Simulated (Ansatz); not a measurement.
Reaction: BCl3 (SMILES ClB(Cl)Cl) → BCl2 (SMILES Cl[B]Cl, doublet) + Cl (doublet) (the B-Cl bond breaks)
Each species at its own B3LYP-D3(BJ)/def2-TZVP minimum (Ansatz, an electronic-structure program).

Total energies in hartree (Ansatz). UHF or UKS for unpaired electrons; spin-orbit terms are left out. Correlated methods leave the cores frozen. No relativity.

```tsv
species	HF/cc-pV(T+d)Z	CCSD(T)/cc-pV(T+d)Z	HF/cc-pV(Q+d)Z	CCSD(T)/cc-pV(Q+d)Z	CCSD(T)/cc-pV(D+d)Z	CCSDT(Q)/cc-pV(D+d)Z
1: BCl3 (trichloroborane, SMILES ClB(Cl)Cl)	-1403.37812	-1404.11597	-1403.38998	-1404.19232	-1403.87787	-1403.87995
2: BCl2 (SMILES Cl[B]Cl, doublet)	-943.75184	-944.25620	-943.76043	-944.30832	-944.09371	-944.09555
3: Cl (doublet)	-459.48556	-459.67356	-459.48916	-459.69449	-459.60403	-459.60445
```

Q: Work out the bond dissociation energy (electronic) in kcal/mol: take Hartree-Fock from cc-pV(Q+d)Z, extrapolate the CCSD(T) correlation energy as X^-3 (X = 3, 4), and add CCSDT(Q) - CCSD(T) in cc-pV(D+d)Z. 1 hartree = 627.51 kcal/mol.

A: 
Species 1: correlation (64·(-0.80234) - 27·(-0.73785))/37 = -0.84940; step -0.00208; E1 = -1403.38998 + (-0.84940) + (-0.00208) = -1404.24146
Species 2: correlation (64·(-0.54789) - 27·(-0.50436))/37 = -0.57966; step -0.00184; E2 = -943.76043 + (-0.57966) + (-0.00184) = -944.34193
Species 3: correlation (64·(-0.20533) - 27·(-0.18800))/37 = -0.21798; step -0.00042; E3 = -459.48916 + (-0.21798) + (-0.00042) = -459.70756
-1·E1 +1·E2 +1·E3 = 0.19197 hartree = 120.5 kcal/mol.
